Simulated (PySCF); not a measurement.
# Computed properties of C2H3, SMILES [CH]=C

C2H3, SMILES [CH]=C (connectivity only; charge and spin as stated), charge +1, multiplicity 1. The structure is a stationary point at B3LYP-D3(BJ)/def2-TZVP. The multiplicity is an assumed one; other spin states were not compared. The isomer is the one that the SMILES or the coordinates give; other isomers of the formula were not compared. One conformer was computed; it need not be the lowest. All values are computed for the isolated molecule unless a solvent is named; none is compared with measurement here.

**Structure.** The optimised structure has C2v symmetry. All 9 harmonic modes at B3LYP-D3(BJ)/def2-TZVP (PySCF) are real, so it is a minimum.

**Vibrations.** The strongest infrared lines (harmonic, unscaled, degenerate partners summed) lie at 3000 cm⁻¹ (282 km/mol, H 94 %), 3048 cm⁻¹ (213 km/mol, H 90 %, C 10 %), 3290 cm⁻¹ (122 km/mol, H 87 %, C 13 %). The softest mode is at 292 cm⁻¹ and the zero-point energy is 21.7 kcal/mol.

**Electronic structure.** B3LYP/def2-TZVPD (PySCF) places the frontier levels at -16.67 and -11.33 eV, a gap of 5.34 eV and a mean polarisability of 18.3 bohr³. PBE/def2-TZVPD (PySCF) at the same geometry gives -15.61 and -12.31 eV, so its gap is 2.04 eV narrower. An orbital gap is neither the optical nor the fundamental gap.

**Excitations.** TDA-CAM-B3LYP/def2-TZVPD (PySCF) has S1 at 3.21 eV (386 nm, f = 0.000, dark); the most intense of the 10 singlets computed lies at 11.72 eV (f = 1.14). T1 (TDA) is at 2.48 eV, 0.73 eV under S1. TDA-PBE/def2-TZVPD (PySCF) puts S1 at 3.46 eV. No vertical singlet excitation falls in the visible range (under 3.1 eV).

**NMR.** GIAO shifts at PBE0/pcSseg-2 (PySCF) (non-relativistic, atoms alike by connectivity averaged): ¹³C from 73.3 to 363.3 ppm against TMS; ¹H from 9.2 to 14.5 ppm against TMS.

**Solvation.** SMD-M06-2X/def2-SVP (PySCF) gives -74.1 kcal/mol in water, -74.6 kcal/mol in dimethylsulfoxide, -74.3 kcal/mol in methanol (1 M in both phases, gas-phase geometry); of these solvents dimethylsulfoxide holds the molecule best.
